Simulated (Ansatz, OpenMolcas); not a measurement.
# SiH4O (Si(OH)H3): the vertical energy of the triplet above the singlet, rung by rung

SiH4O: 6 atoms, total charge 0, spin state singlet. As SMILES, `[H][Si]([H])([H])O`. Geometry: relaxed at GFN2-xTB.

Each level gives the vertical energy of the triplet above the singlet (eV). The values are calculated.

```tsv
level	kind	program	value (eV)	less FCI/STO-3G
HF/STO-3G, open shells restricted	Hartree–Fock	OpenMolcas	9.21	-0.35
SVWN5/STO-3G	LDA	Ansatz	9.19	-0.37
PBE/STO-3G	GGA	OpenMolcas	9.05	-0.51
r2SCAN0/STO-3G	hybrid meta-GGA	Ansatz	9.23	-0.33
wB97X/STO-3G	range-separated hybrid	Ansatz	9.38	-0.18
B2PLYP/STO-3G	double hybrid	Ansatz	9.39	-0.17
CASSCF(2,2)/STO-3G	multireference	OpenMolcas	9.63	+0.07
CCSD(T)/STO-3G	coupled cluster or CI	Ansatz	9.57	+0.01
FCI/STO-3G	exact in the basis	Ansatz	9.56	0.00
```

FCI/STO-3G is exact within its basis and frozen core, so for wave-function methods in that basis the difference is their error; functionals converge differently with the basis, so for them it is only a difference. The values span 9.05 to 9.63 eV. A triplet this far above the singlet is often a Rydberg-like or dissociative state; sets without diffuse functions put Rydberg states too high. All rows use very small basis sets, so even the best lies far from the true value.
